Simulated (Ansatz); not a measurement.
## Worked example: correlation energy of H3Ge–GeH3, singlet

Geometry: displaced at random from a stationary point.

```
atom    x (Å)    y (Å)    z (Å)
  Ge  -1.2099   0.0032   0.0069
  Ge   1.2109  -0.0042  -0.0042
   H  -1.7030   1.4857  -0.0385
   H  -1.7979  -0.7463   1.2270
   H  -1.8403  -0.7157  -1.3209
   H   1.7176  -1.4439  -0.0397
   H   1.7556   0.7743   1.2285
   H   1.7937   0.7204  -1.2487
```

Basis cc-pVDZ; Ansatz 0.2.0. Only valence electrons are correlated (noble-gas cores and the filled d shells of p-block atoms frozen), which leaves 14 electrons in 56 orbitals. Prefix R: restricted or restricted open-shell reference. No spin–orbit coupling is included, and no scalar relativity.

Full CI isn't at hand for all of this; RCCSDT(Q) serves as the reference, and is uncertain by about the last step of the cluster series.

Runs differ by some tens of microhartree through their thresholds, so steps under 0.03 kcal/mol mean nothing.

```tsv
level	total energy (hartree)
RHF	-4154.145939
RMP2	-4154.351742
RCCSD	-4154.401535
RCCSD(T)	-4154.407304
RCCSDT	-4154.408435
RCCSDT(Q)	-4154.408649
```

Problem. What is the correlation energy at RCCSDT(Q), and what share of it do RMP2 and RCCSD(T) recover?

Solution. E(corr) = -4154.408649 − (-4154.145939) = -0.262710 hartree = -7.149 eV. RMP2: -0.205803 / -0.262710 = 78.34 %. RCCSD(T): -0.261365 / -0.262710 = 99.49 %.

Problem. By how many kcal/mol does RCCSD(T) miss RCCSDT(Q) (1 hartree = 627.509 kcal/mol), and which steps make up the rest?

Solution. -4154.407304 − (-4154.408649) = 0.001345 hartree = 0.84 kcal/mol. Steps: RCCSDT − RCCSD(T) = -0.71, RCCSDT(Q) − RCCSDT = -0.13 kcal/mol. Differences between like states or geometries often cancel part of this.
